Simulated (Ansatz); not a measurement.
Results of rVV10 (PAW; Ansatz, a program for electronic structure) for rock-salt RbBr.

Numerical settings: plane-wave cutoff 520 eV, 8×8×8 k mesh, Fermi–Dirac smearing 0.01 eV, scalar-relativistic PAW data made under PBE.

Response to compression and expansion:

| V (Å³/atom) | P (GPa) | direct gap at Γ (eV) |
|---|---|---|
| 37.741 | 1.18 | 4.067 |
| 38.544 | 0.73 | 4.009 |
| 39.347 | 0.34 | 3.954 |
| 40.150 | 0.00 | 3.902 |
| 40.953 | -0.31 | 3.852 |
| 41.756 | -0.58 | 3.805 |
| 42.559 | -0.82 | 3.759 |

A straight line through the gaps at Γ against ln V gives a volume deformation potential dE_g(Γ)/d ln V of -2.6 eV: the gap at Γ widens under compression.

Measured, for comparison: band gap 7.2 eV (temperature not stated, not corrected to a static lattice; as tabulated in Aguado et al. (1998), arXiv:cond-mat/9809176).

Spin–orbit coupling is not included.
